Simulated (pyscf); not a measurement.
HO–Si(F)(O–SiH₃)–O–SiH₃ + HF + HF → F–Si(F)(O–SiH₃)–O–SiH₃ + H₂O + HF (multi-bond step; singlet surface; O–Si, F–H, F–H broken, F–Si, H–O, F–H formed). Single points on ωB97X-D3(BJ)/def2-SVP structures (PySCF, gas phase). Energies in kcal/mol from the separated reactants.

| level | barrier | reaction energy |
|---|---|---|
| PBE/def2-TZVP | -6.7 | -9.0 |
| r²SCAN/def2-TZVP | -8.2 | -9.3 |
| PBE0-D3(BJ)/def2-TZVP | -5.4 | -8.6 |
| M06-2X/def2-TZVP | -5.7 | -8.6 |
| ωB97M-D3(BJ)/def2-TZVP | -3.0 | -9.0 |
| HF/def2-TZVP | 21.8 | -10.3 |

On the reactant side the descent ends in a bound adduct, 17.3 kcal/mol under the separated species and 14.7 kcal/mol under the saddle at ωB97X-D3(BJ)/def2-TZVP. On the product side the descent ends in an adduct with a O–Si contact (not fully relaxed), 7.4 kcal/mol under the separated species and 13.1 kcal/mol under the saddle at ωB97X-D3(BJ)/def2-TZVP. At PBE, r²SCAN, PBE0-D3(BJ), M06-2X, ωB97M-D3(BJ) the saddle lies under the separated reactants, which points to a path from their complex (located at ωB97X-D3(BJ) alone). What is counted as broken (O–Si) persists as a longer contact in the product adduct; parting that adduct is a step of its own. This is the saddle that the search found; another between the same sides may lie lower.
